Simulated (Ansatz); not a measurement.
A made-up structure of SiHCl₂, doublet:

```
atom   x (Å)    y (Å)    z (Å)
 Cl1  0.4812  -0.6784  -3.8294
 Si2  0.1876  -0.4142   0.2000
 Cl3  0.2509  -0.2813  -1.8417
  H4  1.2082   0.5177   0.7524
```

It is relaxed with PBE-D4/def2-SVP and then PBE0-D4/def2-TZVP (Ansatz 0.2.0). Atoms count as bonded within 1.22 times the sum of their covalent radii (H–H: 0.88 Å). The end point is not checked to be a true minimum.

(1) Does its bonding change? (Judge from chemistry; the calculation decides.)

Results:

(1) By the calculation: Yes. Formed: none; broken: Cl1–Cl3.

Where it ends: The first stage lowers the energy by 1.64 eV in 12 steps. It ends as a complex of SiHCl ([SiH][Cl]) + Cl:
```xyz
4
angstrom
Cl 1.0820 -0.3089 -3.5745
Si 0.1262 -0.1668 0.4105
Cl -0.5599 -0.7010 -1.4716
H 1.4795 0.3205 -0.0832
```

Labels in which every atom is bracketed show which atoms are joined, not bond orders.

For scale, one of the runs: PBE0-D4/def2-TZVP relaxation, 117 basis functions, launched by `ansatz run in.yaml --threads 2 --pin off --events-out ev --progress --plain --max-ram 4352MiB`. Hardware: 2 CPU threads of an Arm Neoverse V2, shared host. Wall time about 32 s.
